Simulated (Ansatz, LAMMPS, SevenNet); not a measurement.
hcp Sc, lattice constant a

Reference value: 3.309 Å (measured, 293 K, not corrected to a static lattice; as tabulated in Wikipedia's data pages).

```csv
level (code),value (Å),difference (%)
Lennard-Jones uff-vdw (LAMMPS),3.202,-3.23
SevenNet-l3i5,3.315,+0.18
LDA (Ansatz),3.230,-2.39
PBE (Ansatz),3.320,+0.33
PBE-D4 (Ansatz),3.285,-0.73
r²SCAN+rVV10 (Ansatz),3.318,+0.27
Hartree–Fock (Ansatz),3.488,+5.41
```

Leaving aside Lennard-Jones uff-vdw (doubt noted below): The reference is not for a static lattice or low temperature, so close values are not ranked against it. Off by more than 1.25 %, or 1.75 % on the side where a correction would as a rule narrow the miss (bounds picked here): Hartree–Fock (+5.41 %), LDA (-2.39 %).

The reference isn't brought to a static lattice, while the calculations are for one, so the differences are not the levels' errors alone. The crystal itself was run without spin with LDA, PBE, PBE-D4, r²SCAN+rVV10, Hartree–Fock; a magnetic state was not tried in these runs. Lennard-Jones uff-vdw: this is a force field's van der Waals term alone, without bonds or charges. Cutoffs and k meshes differ between the levels. Ansatz's density-functional and Hartree–Fock values are scalar-relativistic unless marked +SOC, with PAW data made under PBE.

Machine-learned potentials (SevenNet-l3i5) are trained on DFT data: a solid inside that data is no test of them.

Differences are worked out from the printed values.

Ansatz is a quantum-chemistry and plane-wave program.
